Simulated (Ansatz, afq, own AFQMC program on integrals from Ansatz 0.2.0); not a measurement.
Integrals from Ansatz 0.2.0, then the random walk in our own AFQMC program (afq).

```yaml
crystal:
  periodic: [false, false, false]
  atoms:
    - {symbol: B, position_ang: [0.000000, 0.000000, 0.826501]}
    - {symbol: C, position_ang: [0.000000, 0.000000, -0.555344]}
    - {symbol: H, position_ang: [0.000000, -0.925158, -1.123694]}
    - {symbol: H, position_ang: [0.000000, 0.925158, -1.123694]}
basis:
  gaussian: {orbitals: cc-pVDZ}
magnetization: {spin_polarized: true, initial_magnetization: 1}
correlation: {method: ccsd_t, electrons: outside_noble_gas, hamiltonian_folder: ham}
```

```sh
$ ansatz run in.yaml --threads 1 --pin off --events-out ev --progress --plain --max-ram 1382MiB
```

Options of the walk:

```
--method phaseless --trial hf --walkers 120 --populations 1 --least-time 40 --time-step 0.005 --steps-per-block 20 --equilibration-blocks 112 --max-blocks 600 --target-error 0.00108 --factor-cut 1e-05 --start spin_pure --seed 1692 --taylor-order 6
```

Times are imaginary, in 1/Eh. The walk had a cap of 1011 s.

afq prints:

```
orbitals 36  electrons 5 4  factors 284 of 350
reference energy -63.58556355 Eh
CCSD correlation -0.20811920 Eh in 13 cycles, weight of the determinant in the CISD state 0.8620
energy of the start -63.589949 Eh
 block  time / (1/Eh)  mean weight  energy / Eh
     1     0.100  1.0023  -63.633524
     2     0.200  1.0015  -63.666456
     3     0.300  1.0012  -63.696285
     4     0.400  1.0020  -63.714463
     5     0.500  1.0031  -63.730528
    10     1.000  0.9991  -63.767036
    86     8.600  0.9997  -63.805022
   120    12.000  0.9985  -63.776386
   171    17.100  1.0015  -63.808884
   256    25.600  0.9995  -63.804841
   341    34.100  0.9995  -63.817162
   426    42.600  1.0014  -63.801393
   511    51.100  1.0003  -63.796328
   596    59.600  1.0008  -63.790412
   647    64.700  1.0006  -63.844634
   681    68.100  0.9997  -63.825855
   698    69.800  0.9998  -63.812827
blocks merged  error / Eh  count
     1  0.000813  600
     2  0.001088  300
     4  0.001420  150
     8  0.001817  75
    16  0.002196  37
    32  0.002869  18
    64  0.002657  9
energy -63.805755 +/- 0.002869 Eh
(rows thinned)
```

The run failed at least one of its tests; the cautions name the faults. The second half of the sampling lies below the first by 2.7 errors of their difference, so the energy may still be moving and its error bar be too small.

Against this walk (error 78.1 meV) on the same determinant: CCSD(T) 121.6 meV higher (within the noise), CCSDT(Q) 72.9 meV higher (within the noise), a separate phaseless walk with a CISD trial and standard settings 81.9 ± 79.3 meV higher (within the noise). The error is statistical and leaves out the bias of the constraint. The determinant has ⟨S²⟩ = 0.92, so the low cluster orders mix in higher spin (the high orders can go on to a lower state of that spin), while the walk starts as a pure doublet. None of these is a sure reference here.

Cautions: constraint bias not in the error; error not settled; error above the target (78.1 against 29.4 meV); higher spins were not checked; raised T1 diagnostic (T1 0.046, weight of the determinant 0.86, largest double 0.12); unrestricted determinant spin contaminated (⟨S²⟩ 0.92 against 0.75); the bias of populations of 120 walkers isn't removed.

The walk took 2.3 min on 1 thread of AMD EPYC 9R14 (Zen 4), on a shared host. The log's last line is the phaseless energy.

CCSDT and higher add their correlation energy to the determinant of the CCSD(T) run, since their own runs factorise the integrals more tightly (a shift of under 2 meV). A walk keeps the symmetry of its determinant, which the program's search chose and which needn't be the lowest solution, so a lower state of the same spin and another symmetry isn't excluded.
